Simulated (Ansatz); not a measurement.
## SiC, pressure series

The parent structure is SiC in the zinc blende structure (space group F-43m, No. 216).

```
CELL_PARAMETERS angstrom
      0.00000     2.17817     2.17817
      2.17817     0.00000     2.17817
      2.17817     2.17817     0.00000
ATOMIC_POSITIONS crystal
  C  0.75000 0.75000 0.75000
  Si 0.00000 0.00000 0.00000
```

Cell and atoms are relaxed at each pressure.

Computed with Kohn–Sham DFT with the r2SCAN functional, run in Ansatz (an electronic-structure program) with PAW and 500 eV plane waves, no SOC.

```csv
P (GPa),V (Å³/atom)
-2.00,10.427
-1.00,10.380
0.90,10.293
2.10,10.241
4.51,10.138
9.00,9.960
15.00,9.743
22.50,9.499
30.00,9.281
```

A third-order Birch–Murnaghan fit to these points gives V₀ = 10.33 Å³/atom, B₀ = 228 GPa and B₀′ = 3.8. At pressure 30 GPa the volume is 89.8 % of V₀.

Measured bulk modulus of SiC: 229.1 GPa (static lattice; corrected from measurement; as listed in Daniel Mejia-Rodriguez, S. B. Trickey, Phys. Rev. B (2018)); the computed value is 1 % below it.

Between the base and pressure 22.5 GPa the gap moves from 1.71 eV to 1.65 eV, a mean slope of -2.7 meV/GPa.

Load acts through the strain it causes; cell and atoms are relaxed under it. Stability against distortions was not tested. Competing high-pressure phases were not computed.
